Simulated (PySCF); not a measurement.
From one molecule to another.

First species: 2-methylthiazole, C₄H₅NS.
Atom-mapped SMILES: `[CH3:1][c:2]1[n:3][cH:4][cH:5][s:6]1` (hydrogens: H7, H8, H9 on C1; H10 on C4; H11 on C5)

Structure used (PBE0-D3(BJ)/def2-TZVP), in Å, numbered top down from 1:
```
atom  x, y, z in Å
C1     1.9488    0.0072    0.1850
C2     0.4682    0.0287    0.0481
N3    -0.2938   -1.0116    0.1942
C4    -1.6063   -0.6974   -0.0080
C5    -1.8638    0.6011   -0.3126
S6    -0.3964    1.4741   -0.3490
H7     2.2433   -0.9497    0.6140
H8     2.3059    0.8127    0.8295
H9     2.4362    0.1165   -0.7872
H10   -2.3569   -1.4711    0.0839
H11   -2.8133    1.0739   -0.5073
```

Second species: C5H9F.
Geometry (PBE0-D3(BJ)/def2-TZVP, Å), atoms numbered from 1 in this order:
```xyz
15
C5H9F angstrom
F      1.9496   -0.6290   -0.7348
C      1.1732   -0.2675    0.3704
C      0.5954    1.1279    0.1367
C     -0.8717    0.9177   -0.2888
C     -0.9903   -0.5807   -0.5702
C     -0.0249   -1.1929    0.4385
H      1.8338   -0.3320    1.2381
H      0.6741    1.7392    1.0377
H      1.1880    1.6184   -0.6373
H     -1.1526    1.5331   -1.1446
H     -1.5397    1.1891    0.5335
H     -0.6457   -0.8064   -1.5832
H     -2.0112   -0.9546   -0.4760
H      0.2522   -2.2291    0.2391
H     -0.4510   -1.1418    1.4467
```

Levels: B97-2/pcSseg-2 for HOMO energy, LUMO energy and HOMO–LUMO gap. Geometries: PBE0-D3(BJ)/def2-TZVP. Each structure is a single optimised conformer of the isolated species, non-relativistic unless stated. Electronic properties by PySCF.

```tsv
property	column X	column Y
HOMO energy	-8.62 eV	-6.77 eV
LUMO energy	0.56 eV	-0.73 eV
HOMO–LUMO gap	9.18 eV	6.04 eV
```

Problem. Which column belongs to which species?

Solution. Column X is the second species and column Y the first. The first has 11 atoms and 52 electrons, the second 15 and 48.

Problem. How does each property change from the first species to the second?

Solution. HOMO energy -1.85 eV; LUMO energy +1.29 eV; HOMO–LUMO gap +3.14 eV.

On the first:  Geometry: PBE0-D3(BJ)/def2-TZVP; no solvent, vibrations or thermal averaging.

On the second:  The structure is a single PBE0-D3(BJ)/def2-TZVP conformer in the gas phase; no vibrational or solvent corrections.
